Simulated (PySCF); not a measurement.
# CF₄ + H₂O → H₂CO + 2 F₂

Level: B3LYP in the def2-TZVP basis family, all electrons, no relativity, computed in PySCF with density fitting; open shells unrestricted.

| species | state and structure | ZPE (kJ/mol) | H(298 K) − H(0) (kJ/mol) | S° (J/(mol K)) |
| --- | --- | --- | --- | --- |
| CF₄ | singlet, Td, C–F 1.326 Å (×4) | 44.1 | 12.8 | 262.0 |
| H₂O | singlet, C2v, O–H 0.963 Å (×2); H–O–H 105.2° | 55.6 | 9.9 | 188.8 |
| H₂CO | singlet, C2v, C–H 1.107 Å (×2), C–O 1.199 Å; H–C–H 115.9°, H–C–O 122.0° (×2) | 69.7 | 10.0 | 218.6 |
| F₂ | singlet, D∞h, F–F 1.396 Å | 6.3 | 8.8 | 202.2 |

Is the gas-phase reaction uphill or downhill in electronic energy at this level, and by how much?

At B3LYP/def2-TZVP, ΔE = 1041.4 kJ/mol, uphill. 

Add zero-point, thermal and entropy terms for 298.15 K and 1 bar.

ΔZPE = -17.4 and Δ[H(298) − H(0)] = 4.9 kJ/mol give ΔH° = 1028.9 kJ/mol. ΔS° = 172.2 J/(mol K), so ΔG° = 1028.9 − 298.15 × (0.1722) = 978 kJ/mol.

The structures come from searches over a few start shapes, so lower isomers are not excluded.
